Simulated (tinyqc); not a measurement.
Coupled-perturbed Hartree-Fock on RHF in the sto-3g basis, for BH3, spin multiplicity 1, step by step (part 1 of 2). Computed by tinyqc, a small Python program that keeps every step (integrals from PySCF). Settings: charge = 0, multiplicity = 1, basis = sto-3g, method = RHF, energy threshold = 1e-10, iteration cap = 64, orthogonalisation = canonical, start = Wolfsberg-Helmholz matrix, DIIS depth = 6. Command: `OMP_NUM_THREADS=1 python tinyqc.py 22983 22984 out.jsonl` (the two numbers bound the seeds that draw the settings). One thread of a shared host (Intel(R) Xeon(R) Processor @ 2.60GHz), about 0.2 s of CPU time with the checks. The early iterations of the SCF are left out here.

## One-electron integrals

Geometry (angstrom):
```
atom        x        y       z
B      0.0000   0.0000  0.0220
H      1.1420   0.0000  0.0000
H     -0.5710   0.9890  0.0000
H     -0.5710  -0.9890  0.0000
```

Basis sto-3g: exponents (1/bohr^2) and contraction coefficients of normalised primitives:
```
element  l (shell)  exponent  coefficient
B            s (1)   48.7911       0.1543
B            s (1)    8.8874       0.5353
B            s (1)    2.4053       0.4446
B            s (2)    2.2370      -0.1000
B            s (2)    0.5198       0.3995
B            s (2)    0.1691       0.7001
B            p (3)    2.2370       0.1559
B            p (3)    0.5198       0.6077
B            p (3)    0.1691       0.3920
H            s (1)    3.4253       0.1543
H            s (1)    0.6239       0.5353
H            s (1)    0.1689       0.4446
```

Overlap, kinetic and nuclear-attraction integrals over the contracted functions; the nuclear repulsion is the sum of Za Zb / Rab.

nuclear repulsion = 7.751972 hartree

overlap S:
```
         1B 1s   1B 2s   1B 2px   1B 2py   1B 2pz    2H 1s    3H 1s    4H 1s
1B 1s   1.0000  0.2693   0.0000   0.0000   0.0000   0.0742   0.0742   0.0742
1B 2s   0.2693  1.0000   0.0000   0.0000   0.0000   0.5008   0.5008   0.5008
1B 2px  0.0000  0.0000   1.0000   0.0000   0.0000   0.5037  -0.2519  -0.2519
1B 2py  0.0000  0.0000   0.0000   1.0000   0.0000   0.0000   0.4362  -0.4362
1B 2pz  0.0000  0.0000   0.0000   0.0000   1.0000  -0.0097  -0.0097  -0.0097
2H 1s   0.0742  0.5008   0.5037   0.0000  -0.0097   1.0000   0.1236   0.1236
3H 1s   0.0742  0.5008  -0.2519   0.4362  -0.0097   0.1236   1.0000   0.1236
4H 1s   0.0742  0.5008  -0.2519  -0.4362  -0.0097   0.1236   0.1236   1.0000
```

kinetic energy T (hartree):
```
          1B 1s    1B 2s   1B 2px   1B 2py   1B 2pz    2H 1s    3H 1s    4H 1s
1B 1s   10.8263  -0.0480   0.0000   0.0000   0.0000  -0.0133  -0.0133  -0.0133
1B 2s   -0.0480   0.3592   0.0000   0.0000   0.0000   0.1008   0.1008   0.1008
1B 2px   0.0000   0.0000   1.1239   0.0000   0.0000   0.2547  -0.1273  -0.1273
1B 2py   0.0000   0.0000   0.0000   1.1239   0.0000   0.0000   0.2205  -0.2205
1B 2pz   0.0000   0.0000   0.0000   0.0000   1.1239  -0.0049  -0.0049  -0.0049
2H 1s   -0.0133   0.1008   0.2547   0.0000  -0.0049   0.7600  -0.0098  -0.0098
3H 1s   -0.0133   0.1008  -0.1273   0.2205  -0.0049  -0.0098   0.7600  -0.0098
4H 1s   -0.0133   0.1008  -0.1273  -0.2205  -0.0049  -0.0098  -0.0098   0.7600
```

nuclear attraction V (hartree):
```
           1B 1s    1B 2s   1B 2px   1B 2py   1B 2pz    2H 1s    3H 1s    4H 1s
1B 1s   -24.5373  -3.5137   0.0000   0.0000   0.0012  -0.9769  -0.9769  -0.9769
1B 2s    -3.5137  -5.1024   0.0000   0.0000   0.0099  -2.2730  -2.2730  -2.2730
1B 2px    0.0000   0.0000  -5.1374   0.0000   0.0000  -2.1615   1.0807   1.0807
1B 2py    0.0000   0.0000   0.0000  -5.1374   0.0000   0.0000  -1.8719   1.8719
1B 2pz    0.0012   0.0099   0.0000   0.0000  -4.9425   0.0438   0.0438   0.0438
2H 1s    -0.9769  -2.2730  -2.1615   0.0000   0.0438  -4.0373  -0.5459  -0.5459
3H 1s    -0.9769  -2.2730   1.0807  -1.8719   0.0438  -0.5459  -4.0373  -0.5459
4H 1s    -0.9769  -2.2730   1.0807   1.8719   0.0438  -0.5459  -0.5459  -4.0373
```

core Hamiltonian H = T + V (hartree):
```
           1B 1s    1B 2s   1B 2px   1B 2py   1B 2pz    2H 1s    3H 1s    4H 1s
1B 1s   -13.7110  -3.5617   0.0000   0.0000   0.0012  -0.9903  -0.9903  -0.9903
1B 2s    -3.5617  -4.7432   0.0000   0.0000   0.0099  -2.1722  -2.1722  -2.1722
1B 2px    0.0000   0.0000  -4.0135   0.0000   0.0000  -1.9068   0.9534   0.9534
1B 2py    0.0000   0.0000   0.0000  -4.0135   0.0000   0.0000  -1.6513   1.6513
1B 2pz    0.0012   0.0099   0.0000   0.0000  -3.8186   0.0389   0.0389   0.0389
2H 1s    -0.9903  -2.1722  -1.9068   0.0000   0.0389  -3.2772  -0.5557  -0.5557
3H 1s    -0.9903  -2.1722   0.9534  -1.6513   0.0389  -0.5557  -3.2772  -0.5557
4H 1s    -0.9903  -2.1722   0.9534   1.6513   0.0389  -0.5557  -0.5557  -3.2772
```

## Two-electron integrals

Functions are numbered as in S; the eight-fold symmetry (ij|kl) = (ji|kl) = (kl|ij) leaves the list below.

Two-electron integrals (ij|kl) in chemists' order, unique and non-zero (hartree):
```
(11|11) 2.9235      (21|11) 0.5184      (21|21) 0.1093      (22|11) 0.7442
(22|21) 0.1932      (22|22) 0.5448      (31|31) 0.0203      (32|31) 0.0300
(32|32) 0.1203      (33|11) 0.7425      (33|21) 0.1932      (33|22) 0.5447
(33|33) 0.5868      (41|41) 0.0203      (42|41) 0.0300      (42|42) 0.1203
(43|43) 0.0316      (44|11) 0.7425      (44|21) 0.1932      (44|22) 0.5447
(44|33) 0.5235      (44|44) 0.5868      (51|51) 0.0203      (52|51) 0.0300
(52|52) 0.1203      (53|53) 0.0316      (54|54) 0.0316      (55|11) 0.7425
(55|21) 0.1932      (55|22) 0.5447      (55|33) 0.5235      (55|44) 0.5235
(55|55) 0.5868      (61|11) 0.1428      (61|21) 0.0300      (61|22) 0.0531
(61|31) 0.0022      (61|32) 0.0040      (61|33) 0.0536      (61|44) 0.0528
(61|51) -4.27e-05   (61|52) -7.76e-05   (61|53) -1.57e-05   (61|55) 0.0528
(61|61) 0.0085      (62|11) 0.3065      (62|21) 0.0806      (62|22) 0.2456
(62|31) 0.0089      (62|32) 0.0513      (62|33) 0.2586      (62|44) 0.2390
(62|51) -1.71e-04   (62|52) -0.0010     (62|53) -3.79e-04   (62|55) 0.2390
(62|61) 0.0235      (62|62) 0.1455      (63|11) 0.2731      (63|21) 0.0728
(63|22) 0.2343      (63|31) 0.0156      (63|32) 0.0839      (63|33) 0.2591
(63|44) 0.2217      (63|51) -1.36e-04   (63|52) -0.0009     (63|53) -0.0005
(63|55) 0.2218      (63|61) 0.0225      (63|62) 0.1631      (63|63) 0.1964
(64|41) 0.0086      (64|42) 0.0387      (64|43) 0.0099      (64|54) -1.91e-04
(64|64) 0.0173      (65|11) -0.0053     (65|21) -0.0014     (65|22) -0.0045
(65|31) -1.36e-04   (65|32) -0.0009     (65|33) -0.0046     (65|44) -0.0043
(65|51) 0.0086      (65|52) 0.0387      (65|53) 0.0099      (65|55) -0.0047
(65|61) -4.33e-04   (65|62) -0.0031     (65|63) -0.0035     (65|65) 0.0174
(66|11) 0.4543      (66|21) 0.1217      (66|22) 0.4162      (66|31) 0.0176
(66|32) 0.1302      (66|33) 0.4657      (66|44) 0.3912      (66|51) -3.38e-04
(66|52) -0.0025     (66|53) -0.0014     (66|55) 0.3912      (66|61) 0.0364
(66|62) 0.3042      (66|63) 0.3727      (66|65) -0.0072     (66|66) 0.7746
(71|11) 0.1428      (71|21) 0.0300      (71|22) 0.0531      (71|31) -0.0011
(71|32) -0.0020     (71|33) 0.0530      (71|41) 0.0019      (71|42) 0.0035
(71|43) -3.54e-04   (71|44) 0.0534      (71|51) -4.27e-05   (71|52) -7.76e-05
(71|53) 7.87e-06    (71|54) -1.36e-05   (71|55) 0.0528      (71|61) 0.0081
(71|62) 0.0215      (71|63) 0.0189      (71|64) 0.0009      (71|65) -3.96e-04
(71|66) 0.0322      (71|71) 0.0085      (72|11) 0.3065      (72|21) 0.0806
(72|22) 0.2456      (72|31) -0.0044     (72|32) -0.0257     (72|33) 0.2439
(72|41) 0.0077      (72|42) 0.0444      (72|43) -0.0085     (72|44) 0.2537
(72|51) -1.71e-04   (72|52) -0.0010     (72|53) 1.89e-04    (72|54) -3.28e-04
(72|55) 0.2390      (72|61) 0.0215      (72|62) 0.1006      (72|63) 0.0891
(72|64) 0.0121      (72|65) -0.0021     (72|66) 0.1639      (72|71) 0.0235
(72|72) 0.1455      (73|11) -0.1366     (73|21) -0.0364     (73|22) -0.1171
(73|31) 0.0103      (73|32) 0.0500      (73|33) -0.1230     (73|41) -0.0030
(73|42) -0.0196     (73|43) 0.0124      (73|44) -0.1174     (73|51) 6.78e-05
(73|52) 4.36e-04    (73|53) -2.75e-04   (73|54) 1.46e-04    (73|55) -0.1109
(73|61) -0.0087     (73|62) -0.0341     (73|63) -0.0204     (73|64) -0.0030
(73|65) 0.0007      (73|66) -0.0458     (73|71) -0.0112     (73|72) -0.0816
(73|73) 0.0621      (74|11) 0.2365      (74|21) 0.0631      (74|22) 0.2029
(74|31) -0.0030     (74|32) -0.0196     (74|33) 0.1958      (74|41) 0.0138
(74|42) 0.0726      (74|43) -0.0115     (74|44) 0.2206      (74|51) -1.17e-04
(74|52) -0.0008     (74|53) 1.46e-04    (74|54) -4.43e-04   (74|55) 0.1920
(74|61) 0.0169      (74|62) 0.0832      (74|63) 0.0732      (74|64) 0.0201
(74|65) -0.0017     (74|66) 0.1353      (74|71) 0.0194      (74|72) 0.1413
(74|73) -0.0776     (74|74) 0.1516      (75|11) -0.0053     (75|21) -0.0014
(75|22) -0.0045     (75|31) 6.78e-05    (75|32) 4.36e-04    (75|33) -0.0044
(75|41) -1.17e-04   (75|42) -0.0008     (75|43) 1.46e-04    (75|44) -0.0045
(75|51) 0.0086      (75|52) 0.0387      (75|53) -0.0050     (75|54) 0.0086
(75|55) -0.0047     (75|61) -3.96e-04   (75|62) -0.0021     (75|63) -0.0018
(75|64) -2.47e-04   (75|65) 0.0111      (75|66) -0.0036     (75|71) -4.33e-04
(75|72) -0.0031     (75|73) 0.0017      (75|74) -0.0030     (75|75) 0.0174
(76|11) 0.0737      (76|21) 0.0194      (76|22) 0.0595      (76|31) 0.0009
(76|32) 0.0052      (76|33) 0.0601      (76|41) 0.0016      (76|42) 0.0091
(76|43) 3.81e-04    (76|44) 0.0605      (76|51) -6.96e-05   (76|52) -4.03e-04
(76|53) -5.67e-05   (76|54) -9.81e-05   (76|55) 0.0578      (76|61) 0.0055
(76|62) 0.0306      (76|63) 0.0316      (76|64) 0.0033      (76|65) -0.0007
(76|66) 0.0582      (76|71) 0.0055      (76|72) 0.0306      (76|73) -0.0130
(76|74) 0.0290      (76|75) -0.0007     (76|76) 0.0079      (77|11) 0.4543
(77|21) 0.1217      (77|22) 0.4162      (77|31) -0.0088     (77|32) -0.0651
(77|33) 0.4098      (77|41) 0.0152      (77|42) 0.1127      (77|43) -0.0323
(77|44) 0.4471      (77|51) -3.38e-04   (77|52) -0.0025     (77|53) 0.0007
(77|54) -0.0012     (77|55) 0.3912      (77|61) 0.0322      (77|62) 0.1639
(77|63) 0.1401      (77|64) 0.0280      (77|65) -0.0036     (77|66) 0.2666
(77|71) 0.0364      (77|72) 0.3042      (77|73) -0.1863     (77|74) 0.3228
(77|75) -0.0072     (77|76) 0.0582      (77|77) 0.7746      (81|11) 0.1428
(81|21) 0.0300      (81|22) 0.0531      (81|31) -0.0011     (81|32) -0.0020
(81|33) 0.0530      (81|41) -0.0019     (81|42) -0.0035     (81|43) 3.54e-04
(81|44) 0.0534      (81|51) -4.27e-05   (81|52) -7.76e-05   (81|53) 7.87e-06
(81|54) 1.36e-05    (81|55) 0.0528      (81|61) 0.0081      (81|62) 0.0215
(81|63) 0.0189      (81|64) -0.0009     (81|65) -3.96e-04   (81|66) 0.0322
(81|71) 0.0081      (81|72) 0.0215      (81|73) -0.0103     (81|74) 0.0159
(81|75) -3.96e-04   (81|76) 0.0051      (81|77) 0.0322      (81|81) 0.0085
(82|11) 0.3065      (82|21) 0.0806      (82|22) 0.2456      (82|31) -0.0044
(82|32) -0.0257     (82|33) 0.2439      (82|41) -0.0077     (82|42) -0.0444
(82|43) 0.0085      (82|44) 0.2537      (82|51) -1.71e-04   (82|52) -0.0010
(82|53) 1.89e-04    (82|54) 3.28e-04    (82|55) 0.2390      (82|61) 0.0215
(82|62) 0.1006      (82|63) 0.0891      (82|64) -0.0121     (82|65) -0.0021
(82|66) 0.1639      (82|71) 0.0215      (82|72) 0.1006      (82|73) -0.0550
(82|74) 0.0711      (82|75) -0.0021     (82|76) 0.0230      (82|77) 0.1639
(82|81) 0.0235      (82|82) 0.1455      (83|11) -0.1366     (83|21) -0.0364
(83|22) -0.1171     (83|31) 0.0103      (83|32) 0.0500      (83|33) -0.1230
(83|41) 0.0030      (83|42) 0.0196      (83|43) -0.0124     (83|44) -0.1174
(83|51) 6.78e-05    (83|52) 4.36e-04    (83|53) -2.75e-04   (83|54) -1.46e-04
(83|55) -0.1109     (83|61) -0.0087     (83|62) -0.0341     (83|63) -0.0204
(83|64) 0.0030      (83|65) 0.0007      (83|66) -0.0458     (83|71) -0.0103
(83|72) -0.0550     (83|73) 0.0404      (83|74) -0.0381     (83|75) 0.0011
(83|76) -0.0097     (83|77) -0.0943     (83|81) -0.0112     (83|82) -0.0816
(83|83) 0.0621      (84|11) -0.2365     (84|21) -0.0631     (84|22) -0.2029
(84|31) 0.0030      (84|32) 0.0196      (84|33) -0.1958     (84|41) 0.0138
(84|42) 0.0726      (84|43) -0.0115     (84|44) -0.2206     (84|51) 1.17e-04
(84|52) 0.0008      (84|53) -1.46e-04   (84|54) -4.43e-04   (84|55) -0.1920
(84|61) -0.0169     (84|62) -0.0832     (84|63) -0.0732     (84|64) 0.0201
(84|65) 0.0017      (84|66) -0.1353     (84|71) -0.0159     (84|72) -0.0711
(84|73) 0.0381      (84|74) -0.0407     (84|75) 0.0015      (84|76) -0.0168
(84|77) -0.1073     (84|81) -0.0194     (84|82) -0.1413     (84|83) 0.0776
(84|84) 0.1516      (85|11) -0.0053     (85|21) -0.0014     (85|22) -0.0045
(85|31) 6.78e-05    (85|32) 4.36e-04    (85|33) -0.0044     (85|41) 1.17e-04
(85|42) 0.0008      (85|43) -1.46e-04   (85|44) -0.0045     (85|51) 0.0086
(85|52) 0.0387      (85|53) -0.0050     (85|54) -0.0086     (85|55) -0.0047
(85|61) -3.96e-04   (85|62) -0.0021     (85|63) -0.0018     (85|64) 2.47e-04
(85|65) 0.0111      (85|66) -0.0036     (85|71) -3.96e-04   (85|72) -0.0021
(85|73) 0.0011      (85|74) -0.0015     (85|75) 0.0111      (85|76) -0.0005
(85|77) -0.0036     (85|81) -4.33e-04   (85|82) -0.0031     (85|83) 0.0017
(85|84) 0.0030      (85|85) 0.0174      (86|11) 0.0737      (86|21) 0.0194
(86|22) 0.0595      (86|31) 0.0009      (86|32) 0.0052      (86|33) 0.0601
(86|41) -0.0016     (86|42) -0.0091     (86|43) -3.81e-04   (86|44) 0.0605
(86|51) -6.96e-05   (86|52) -4.03e-04   (86|53) -5.67e-05   (86|54) 9.81e-05
(86|55) 0.0578      (86|61) 0.0055      (86|62) 0.0306      (86|63) 0.0316
(86|64) -0.0033     (86|65) -0.0007     (86|66) 0.0582      (86|71) 0.0051
(86|72) 0.0230      (86|73) -0.0097     (86|74) 0.0168      (86|75) -0.0005
(86|76) 0.0063      (86|77) 0.0366      (86|81) 0.0055      (86|82) 0.0306
(86|83) -0.0130     (86|84) -0.0290     (86|85) -0.0007     (86|86) 0.0079
(87|11) 0.0737      (87|21) 0.0194      (87|22) 0.0595      (87|31) -0.0018
(87|32) -0.0105     (87|33) 0.0608      (87|44) 0.0599      (87|51) -6.96e-05
(87|52) -4.03e-04   (87|53) 1.13e-04    (87|55) 0.0578      (87|61) 0.0051
(87|62) 0.0230      (87|63) 0.0194      (87|65) -0.0005     (87|66) 0.0366
(87|71) 0.0055      (87|72) 0.0306      (87|73) -0.0187     (87|74) 0.0258
(87|75) -0.0007     (87|76) 0.0063      (87|77) 0.0582      (87|81) 0.0055
(87|82) 0.0306      (87|83) -0.0187     (87|84) -0.0258     (87|85) -0.0007
(87|86) 0.0063      (87|87) 0.0079      (88|11) 0.4543      (88|21) 0.1217
(88|22) 0.4162      (88|31) -0.0088     (88|32) -0.0651     (88|33) 0.4098
(88|41) -0.0152     (88|42) -0.1127     (88|43) 0.0323      (88|44) 0.4471
(88|51) -3.38e-04   (88|52) -0.0025     (88|53) 0.0007      (88|54) 0.0012
(88|55) 0.3912      (88|61) 0.0322      (88|62) 0.1639      (88|63) 0.1401
(88|64) -0.0280     (88|65) -0.0036     (88|66) 0.2666      (88|71) 0.0322
(88|72) 0.1639      (88|73) -0.0943     (88|74) 0.1073      (88|75) -0.0036
(88|76) 0.0366      (88|77) 0.2666      (88|81) 0.0364      (88|82) 0.3042
(88|83) -0.1863     (88|84) -0.3228     (88|85) -0.0072     (88|86) 0.0582
(88|87) 0.0582      (88|88) 0.7746
```

## Orthogonalisation

S = U s U^T; canonical form X = U s^(-1/2), so that X^T S X = 1. Each column of U has its largest component positive (the first on a tie).

eigenvalues of S: 0.2278  0.3182  0.3182  0.9486  1.0005  1.5582  1.5582  2.0703

X:
```
              1        2        3        4        5        6        7        8
1B 1s   -0.3376   0.0000   0.0000   0.9759   0.0920   0.0000   0.0000   0.1732
1B 2s    1.5953   0.0000   0.0000  -0.0430   0.0138   0.0000   0.0000   0.4495
1B 2px   0.0000   0.0000   1.1895   0.0000   0.0000   0.0000   0.5940   0.0000
1B 2py   0.0000   1.1895   0.0000   0.0000   0.0000   0.5940   0.0000   0.0000
1B 2pz  -0.0286   0.0000   0.0000  -0.0982   0.9950   0.0000   0.0000  -0.0079
2H 1s   -0.7594   0.0000  -1.0733  -0.1735  -0.0165   0.0000   0.4389   0.2892
3H 1s   -0.7594  -0.9295   0.5367  -0.1735  -0.0165   0.3801  -0.2194   0.2892
4H 1s   -0.7594   0.9295   0.5367  -0.1735  -0.0165  -0.3801  -0.2194   0.2892
```

Within a degenerate level the vectors are fixed only up to a rotation; this is one choice.

## Iteration 7 (converged): orbitals

converged F (hartree):
```
          1B 1s    1B 2s   1B 2px   1B 2py   1B 2pz    2H 1s    3H 1s    4H 1s
1B 1s   -7.4079  -2.1766   0.0000   0.0000  -0.0004  -0.6131  -0.6131  -0.6131
1B 2s   -2.1766  -1.1213   0.0000   0.0000   0.0069  -0.6054  -0.6054  -0.6054
1B 2px   0.0000   0.0000  -0.2291   0.0000   0.0000  -0.4046   0.2023   0.2023
1B 2py   0.0000   0.0000   0.0000  -0.2291   0.0000   0.0000  -0.3504   0.3504
1B 2pz  -0.0004   0.0069   0.0000   0.0000   0.2364   0.0063   0.0063   0.0063
2H 1s   -0.6131  -0.6054  -0.4046   0.0000   0.0063  -0.4368  -0.1836  -0.1836
3H 1s   -0.6131  -0.6054   0.2023  -0.3504   0.0063  -0.1836  -0.4368  -0.1836
4H 1s   -0.6131  -0.6054   0.2023   0.3504   0.0063  -0.1836  -0.1836  -0.4368
```

Diagonalise F' = X^T F X, C = X C', fill 4 alpha and 4 beta electrons from the bottom; D = 2 C_occ C_occ^T. Each column has its largest component positive (the first on a tie).

F' = X^T F X (hartree):
```
        1       2       3        4        5        6        7        8
1  0.7134  0.0000  0.0000   0.4792   0.0411   0.0000   0.0000   0.0910
2  0.0000  0.7877  0.0000   0.0000   0.0000   0.0871   0.0000   0.0000
3  0.0000  0.0000  0.7877   0.0000   0.0000   0.0000   0.0871   0.0000
4  0.4792  0.0000  0.0000  -6.3487  -0.6567   0.0000   0.0000  -2.3486
5  0.0411  0.0000  0.0000  -0.6567   0.1710   0.0000   0.0000  -0.2395
6  0.0000  0.0871  0.0000   0.0000   0.0000  -0.4704   0.0000   0.0000
7  0.0000  0.0000  0.0871   0.0000   0.0000   0.0000  -0.4704   0.0000
8  0.0910  0.0000  0.0000  -2.3486  -0.2395   0.0000   0.0000  -1.6461
```

orbital energies (hartree): MO1 -7.4135, MO2 -0.6819, MO3 -0.4764, MO4 -0.4764, MO5 0.2364, MO6 0.7486, MO7 0.7937, MO8 0.7937

coefficients C:
```
            MO1      MO2      MO3      MO4      MO5      MO6      MO7      MO8
1B 1s    0.9908  -0.2307   0.0000   0.0000  -0.0075  -0.2643   0.0000   0.0000
1B 2s    0.0381   0.5412   0.0000   0.0000   0.0344   1.5663   0.0000   0.0000
1B 2px   0.0000   0.0000   0.0000   0.5108   0.0000   0.0000   1.2275   0.0000
1B 2py   0.0000   0.0000   0.5108   0.0000   0.0000   0.0000   0.0000   1.2275
1B 2pz  -0.0002  -0.0038   0.0000   0.0000   0.9995  -0.0406   0.0000   0.0000
2H 1s   -0.0066   0.2803   0.0000   0.5116  -0.0106  -0.7823  -1.0406   0.0000
3H 1s   -0.0066   0.2803   0.4431  -0.2558  -0.0106  -0.7823   0.5203  -0.9012
4H 1s   -0.0066   0.2803  -0.4431  -0.2558  -0.0106  -0.7823   0.5203   0.9012
```

D after iteration 7:
```
          1B 1s    1B 2s   1B 2px   1B 2py   1B 2pz    2H 1s    3H 1s    4H 1s
1B 1s    2.0698  -0.1741   0.0000   0.0000   0.0015  -0.1425  -0.1425  -0.1425
1B 2s   -0.1741   0.5886   0.0000   0.0000  -0.0042   0.3029   0.3029   0.3029
1B 2px   0.0000   0.0000   0.5219   0.0000   0.0000   0.5227  -0.2613  -0.2613
1B 2py   0.0000   0.0000   0.0000   0.5219   0.0000   0.0000   0.4527  -0.4527
1B 2pz   0.0015  -0.0042   0.0000   0.0000   0.0000  -0.0022  -0.0022  -0.0022
2H 1s   -0.1425   0.3029   0.5227   0.0000  -0.0022   0.6808  -0.1045  -0.1045
3H 1s   -0.1425   0.3029  -0.2613   0.4527  -0.0022  -0.1045   0.6808  -0.1045
4H 1s   -0.1425   0.3029  -0.2613  -0.4527  -0.0022  -0.1045  -0.1045   0.6808
```

Within a degenerate level the vectors are fixed only up to a rotation; this is one choice.

## Convergence

Stop when the energy changes by less than 1e-10 hartree and every element of the error matrix X^T (F D S - S D F) X is below 3e-06.

Course of the cycle:
```
iteration  E (hartree)     change  largest element of the error matrix
1           -25.976139          -                             3.11e-01
2           -26.068488  -9.23e-02                             5.58e-02
3           -26.069879  -1.39e-03                             7.32e-03
4           -26.069925  -4.67e-05                             9.02e-04
5           -26.069926  -6.14e-07                             1.63e-05
6           -26.069926  -3.55e-10                             4.97e-08
7           -26.069926     0.0000                             2.97e-09
```

PySCF RHF in the same basis = -26.069926 hartree

Converged in 7 iterations.
